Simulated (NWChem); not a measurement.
## A calculation on BCl$_{3}$

```xyz
4

B      0.0000     0.0000     0.0000
Cl     0.0000     0.0000     1.7421
Cl     1.5087     0.0000    -0.8710
Cl    -1.5087     0.0000    -0.8710
```
Charge 0, spin multiplicity 1.

Everything below was run with NWChem. The geometry was optimised at PBE0/def2-SVP, a minimum by its harmonic frequencies.

Symmetry labels belong to the abelian group C2v used in the runs, with the axes of the coordinates shown; states degenerate in a higher group split over its labels.

B3LYP has NWChem's definition, with VWN1-RPA local correlation. The structure started from a generated list of species.

Task: List the lowest 3 singlet excitations that TD-B3LYP/def2-SVP, VWN1-RPA local correlation gives, with oscillator strengths.

Result: 
```
state  symmetry  energy (eV)  wavelength (nm)      f
-----  --------  -----------  ---------------  -----
1            a2         5.77              215  0.000
2            a2         6.65              186  0.000
3            b2         6.65              186  0.000
```
